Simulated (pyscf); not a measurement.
H₃C–CH₂–N•–CH₃ (SMILES CC[N]C) → H₂C=N–CH₃ (SMILES C=NC) + CH₃• (SMILES [CH3]), a bond scission (doublet surface; C–C broken, none formed). PySCF, gas phase, ωB97X-D3(BJ)/def2-SVP geometries. Energies in kcal/mol from the reactant's lowest minimum found.

Small-basis levels: PySCF, no dispersion term, spherical d functions. AM1 to PM7: differences of heats of formation from MOPAC. GFN2-xTB: tblite. Open shells are spin-unrestricted. 

| level | barrier | reaction energy |
|---|---|---|
| HF/3-21G | ? | +29.4 |
| SVWN5/6-31G* | 35.5 | +43.2 |
| B3LYP/STO-3G | 54.8 | +56.4 |
| B3LYP/3-21G | 31.6 | +30.1 |
| B3LYP/LANL2DZ | 31.4 | +26.9 |
| M06-2X/6-31G* | 34.5 | +31.9 |
| GFN2-xTB | 35.4 | +39.4 |
| AM1 | ? | +26.1 |
| PM7 | 28.7 | +26.2 |
| ωB97M-D3(BJ)/def2-TZVP | ? | +28.6 |

Task: What belongs in the gaps?

Result: 
- HF/3-21G, barrier: 34.2
- AM1, barrier: 29.1
- ωB97M-D3(BJ)/def2-TZVP, barrier: 32.8

Against the last row the barrier runs from -4.1 (PM7) to +22.1 kcal/mol (B3LYP/STO-3G). At SVWN5/6-31G*, B3LYP/STO-3G, GFN2-xTB this geometry lies under one side, so the entry may be no barrier of that level: it is a single point on another level's saddle. ωB97M-D3(BJ)/def2-TZVP has limits of its own. H₂C=N–CH₃ lies 9.1 kcal/mol over its isomer H₃C–CH=NH (electronic energy, ωB97M-D3(BJ)). One saddle was located; it need not be the lowest between these sides.
